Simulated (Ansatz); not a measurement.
Mulliken charges of `N[PH][AlH2]` from ωB97M-V/def2-TZVPP in Ansatz (PBE0-D4/def2-TZVP geometry).

```csv
atom,x (Å),y (Å),z (Å),charge (e)
N1,-1.417,0.412,-0.639,-0.333
P2,-0.422,0.570,0.743,-0.071
Al3,1.242,-1.021,0.494,0.356
H4,-2.287,0.917,-0.581,0.123
H5,-1.012,0.491,-1.558,0.124
H6,0.411,1.712,0.519,0.026
H7,2.522,-0.858,1.420,-0.113
H8,1.054,-2.280,-0.454,-0.112
```

Problem. By hand: the dipole of these point charges (1 e Å = 4.8032 D).

Solution. Σ q r = (0.145, 0.029, -0.025) e Å, of length 0.150 e Å = 0.72 D.

Problem. How does the dipole of the full density compare? (An estimate is asked.)

Solution. The calculation gave: (-0.043, 0.178, -0.306) e Å, 1.71 D; the point charges give 0.42 times that, at 83° from its direction.

Point charges leave out the atoms' own dipoles, such as those of lone pairs, and Mulliken's split depends on the basis, so the two needn't agree.
